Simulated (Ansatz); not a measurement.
**Ti$_{6}$O: computed properties**

All numbers below come from DFT PBEsol, scalar-relativistic, plane waves, PAW in Ansatz 0.2.0.

Cutoff 420 eV; k points 12×12×8 on the computed 7-atom cell (Γ-centred); Gaussian smearing, width 0.10 eV; no spin polarisation.

The structure is relaxed at this level of theory with its symmetry kept. Whether it is the stable form of this composition wasn't checked.

```
CELL_PARAMETERS angstrom
5.05243 0.00000 0.00000
-2.52621 4.37553 0.00000
0.00000 0.00000 4.69045
ATOMIC_POSITIONS crystal
Ti 0.33133 0.00000 0.25948
Ti 0.00000 0.33133 0.25948
Ti 0.66867 0.66867 0.25948
Ti 0.00000 0.66867 0.74052
Ti 0.66867 0.00000 0.74052
Ti 0.33133 0.33133 0.74052
O 0.00000 0.00000 0.00000
```

```json
{
 "Space group": "P-31m (No. 162)",
 "Volume per atom": "14.81 Å³",
 "Formation energy from the elements' standard states (uncorrected)": "-0.861 eV/atom",
 "Kohn–Sham band gap": "none (metal)",
 "Density of states at the Fermi level": "4.57 states/eV per cell",
 "Löwdin character within 0.5 eV of the Fermi level": "Ti 3d 91 %, unprojected 4 %",
 "Bulk modulus": "143 GPa",
 "Its pressure derivative": "3.8",
 "Bader charges (e)": "Ti (6 in the cell) 0.25, O (1 in the cell) -1.47"
}
```

Spin polarisation was left out, and a magnetic state may lie lower.

A ferromagnetic start lost its moments in a first run, so spin was left out; other magnetic orders weren't tried.